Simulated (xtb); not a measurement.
xtb input (GFN2-xTB):

```bash
xtb mol.xyz --gfn 2 --sp --chrg 0 --uhf 0
```
mol.xyz:
```
10

C      0.59753466     1.74308735     0.00415876
C      0.59953286     0.40913995     0.00070042
C     -0.59953286    -0.40913995    -0.00070042
C     -0.59753466    -1.74308735    -0.00415876
H      1.51677473     2.31296276     0.00508382
H     -0.32918900     2.30525528     0.00617206
H      1.54641423    -0.12382865    -0.00124931
H     -1.54641423     0.12382865     0.00124931
H      0.32918900    -2.30525528    -0.00617206
H     -1.51677473    -2.31296276    -0.00508382
```

Output:

```
           -------------------------------------------------
          |                Calculation Setup                |
           -------------------------------------------------

           -------------------------------------------------
          |                 G F N 2 - x T B                 |
           -------------------------------------------------

        Reference                      10.1021/acs.jctc.8b01176
      * Hamiltonian:
        H0-scaling (s, p, d)           1.850000    2.230000    2.230000
        zeta-weighting                 0.500000
      * Dispersion:
        s8                             2.700000
        a1                             0.520000
        a2                             5.000000
        s9                             5.000000
      * Repulsion:
        kExp                           1.500000    1.000000
        rExp                           1.000000
      * Coulomb:
        alpha                          2.000000
        third order                    shell-resolved
        anisotropic                    true
        a3                             3.000000
        a5                             4.000000
        cn-shift                       1.200000
        cn-exp                         4.000000
        max-rad                        5.000000

          ...................................................
          :                      SETUP                      :
          :.................................................:
          :  # basis functions                  22          :
          :  # atomic orbitals                  22          :
          :  # shells                           14          :
          :  # electrons                        22          :
          :  max. iterations                   250          :
          :  Hamiltonian                  GFN2-xTB          :
          :  restarted?                      false          :
          :  GBSA solvation                  false          :
          :  PC potential                    false          :
          :  electronic temp.          300.0000000     K    :
          :  accuracy                    1.0000000          :
          :  -> integral cutoff          0.2500000E+02      :
          :  -> integral neglect         0.1000000E-07      :
          :  -> SCF convergence          0.1000000E-05 Eh   :
          :  -> wf. convergence          0.1000000E-03 e    :
          :  Broyden damping             0.4000000          :
          :  net charge                          0          :
          :  unpaired electrons                  0          :
          ...................................................

 iter      E             dE          RMSdq      gap      omega  full diag
   1    -11.7577401 -0.117577E+02  0.513E+00    3.77       0.0  T
   2    -11.7750440 -0.173040E-01  0.309E+00    3.76       1.0  T
   3    -11.7725682  0.247581E-02  0.917E-01    3.75       1.0  T
   4    -11.7745247 -0.195647E-02  0.525E-01    3.74       1.0  T
   5    -11.7765481 -0.202345E-02  0.542E-02    3.74       1.0  T
   6    -11.7765484 -0.221952E-06  0.721E-03    3.74       4.4  T
   7    -11.7765485 -0.145698E-06  0.188E-03    3.74      16.9  T
   8    -11.7765485 -0.578806E-08  0.168E-04    3.74     187.9  T
   9    -11.7765485 -0.862421E-11  0.821E-05    3.74     385.4  T

   *** convergence criteria satisfied after 9 iterations ***

         #    Occupation            Energy/Eh            Energy/eV
      -------------------------------------------------------------
         1        2.0000           -0.6232515             -16.9595
       ...           ...                  ...                  ...
         5        2.0000           -0.5001879             -13.6108
         6        2.0000           -0.4990727             -13.5805
         7        2.0000           -0.4529448             -12.3253
         8        2.0000           -0.4508826             -12.2691
         9        2.0000           -0.4481780             -12.1955
        10        2.0000           -0.4256416             -11.5823
        11        2.0000           -0.3863702             -10.5137 (HOMO)
        12                         -0.2490495              -6.7770 (LUMO)
        13                         -0.1438933              -3.9155
        14                          0.1085838               2.9547
        15                          0.1211081               3.2955
        16                          0.1646556               4.4805
       ...                                ...                  ...
        22                          0.6544267              17.8079
      -------------------------------------------------------------
                  HL-Gap            0.1373207 Eh            3.7367 eV
             Fermi-level           -0.3177098 Eh           -8.6453 eV

 SCC (total)                   0 d,  0 h,  0 min,  0.008 sec
 SCC setup                      ...        0 min,  0.000 sec (  2.786%)
 Dispersion                     ...        0 min,  0.000 sec (  1.327%)
 classical contributions        ...        0 min,  0.000 sec (  0.624%)
 integral evaluation            ...        0 min,  0.001 sec ( 14.004%)
 iterations                     ...        0 min,  0.004 sec ( 48.594%)
 molecular gradient             ...        0 min,  0.002 sec ( 28.609%)
 printout                       ...        0 min,  0.000 sec (  3.764%)

         :::::::::::::::::::::::::::::::::::::::::::::::::::::
         ::                     SUMMARY                     ::
         :::::::::::::::::::::::::::::::::::::::::::::::::::::
         :: total energy             -11.552445527145 Eh    ::
         :: gradient norm              0.011110742965 Eh/a0 ::
         :: HOMO-LUMO gap              3.736685259826 eV    ::
         ::.................................................::
         :: SCC energy               -11.776548679349 Eh    ::
         :: -> isotropic ES            0.001596613591 Eh    ::
         :: -> anisotropic ES          0.002718387863 Eh    ::
         :: -> anisotropic XC          0.012081325801 Eh    ::
         :: -> dispersion             -0.004396360771 Eh    ::
         :: repulsion energy           0.224103152204 Eh    ::
         :: add. restraining           0.000000000000 Eh    ::
         :: total charge               0.000000000000 e     ::
         :::::::::::::::::::::::::::::::::::::::::::::::::::::

           -------------------------------------------------
          |                Property Printout                |
           -------------------------------------------------

    * Orbital Energies and Occupations

         #    Occupation            Energy/Eh            Energy/eV
      -------------------------------------------------------------
         1        2.0000           -0.6232515             -16.9595
         2        2.0000           -0.6053946             -16.4736
         3        2.0000           -0.5603725             -15.2485
         4        2.0000           -0.5426454             -14.7661
         5        2.0000           -0.5001879             -13.6108
         6        2.0000           -0.4990727             -13.5805
         7        2.0000           -0.4529448             -12.3253
         8        2.0000           -0.4508826             -12.2691
         9        2.0000           -0.4481780             -12.1955
        10        2.0000           -0.4256416             -11.5823
        11        2.0000           -0.3863702             -10.5137 (HOMO)
        12                         -0.2490495              -6.7770 (LUMO)
        13                         -0.1438933              -3.9155
        14                          0.1085838               2.9547
        15                          0.1211081               3.2955
Note: The following floating-point exceptions are signalling: IEEE_UNDERFLOW_FLAG IEEE_DENORMAL
normal termination of xtb
        16                          0.1646556               4.4805
        17                          0.1928574               5.2479
        18                          0.2007360               5.4623
        19                          0.3644003               9.9158
        20                          0.4319621              11.7543
        21                          0.5437036              14.7949
        22                          0.6544267              17.8079
      -------------------------------------------------------------
                  HL-Gap            0.1373207 Eh            3.7367 eV
             Fermi-level           -0.3177098 Eh           -8.6453 eV

     #   Z          covCN         q      C6AA      α(0)
     1   6 C        2.838    -0.085    30.129     8.995
     2   6 C        2.892    -0.025    28.634     8.773
     3   6 C        2.892    -0.025    28.634     8.773
     4   6 C        2.838    -0.085    30.129     8.995
     5   1 H        0.925     0.036     2.498     2.471
     6   1 H        0.925     0.039     2.466     2.456
     7   1 H        0.925     0.036     2.508     2.476
     8   1 H        0.925     0.036     2.508     2.476
     9   1 H        0.925     0.039     2.466     2.456
    10   1 H        0.925     0.036     2.498     2.471

 Mol. C6AA /au·bohr⁶  :        969.697329
 Mol. C8AA /au·bohr⁸  :      22344.333418
 Mol. α(0) /au        :         50.343959

Wiberg/Mayer (AO) data.
largest (>0.10) Wiberg bond orders for each atom

 ---------------------------------------------------------------------------
     #   Z sym  total        # sym  WBO       # sym  WBO       # sym  WBO
 ---------------------------------------------------------------------------
     1   6 C    3.992 --     2 C    1.887     5 H    0.979     6 H    0.976
                             4 C    0.145
     2   6 C    3.992 --     1 C    1.887     3 C    1.118     7 H    0.964
     3   6 C    3.992 --     4 C    1.887     2 C    1.118     8 H    0.964
     4   6 C    3.992 --     3 C    1.887    10 H    0.979     9 H    0.976
                             1 C    0.145
     5   1 H    0.998 --     1 C    0.979
     6   1 H    0.998 --     1 C    0.976
     7   1 H    0.999 --     2 C    0.964
     8   1 H    0.999 --     3 C    0.964
     9   1 H    0.998 --     4 C    0.976
    10   1 H    0.998 --     4 C    0.979
 ---------------------------------------------------------------------------

Topologies differ in total number of bonds
Writing topology from bond orders to xtbtopo.mol

molecular dipole:
                 x           y           z       tot (Debye)
 q only:       -0.000      -0.000      -0.000
   full:       -0.000      -0.000      -0.000       0.000
molecular quadrupole (traceless):
                xx          xy          yy          xz          yz          zz
 q only:        0.463      -0.040       0.504      -0.001       0.004      -0.967
  q+dip:        1.990      -0.358       2.189      -0.005       0.017      -4.179
   full:        1.215      -0.226       0.965      -0.003       0.008      -2.180

           -------------------------------------------------
          | TOTAL ENERGY              -11.552445527145 Eh   |
          | GRADIENT NORM               0.011110742965 Eh/α |
          | HOMO-LUMO GAP               3.736685259826 eV   |
           -------------------------------------------------

------------------------------------------------------------------------
------------------------------------------------------------------------
 total:
 SCF:
```
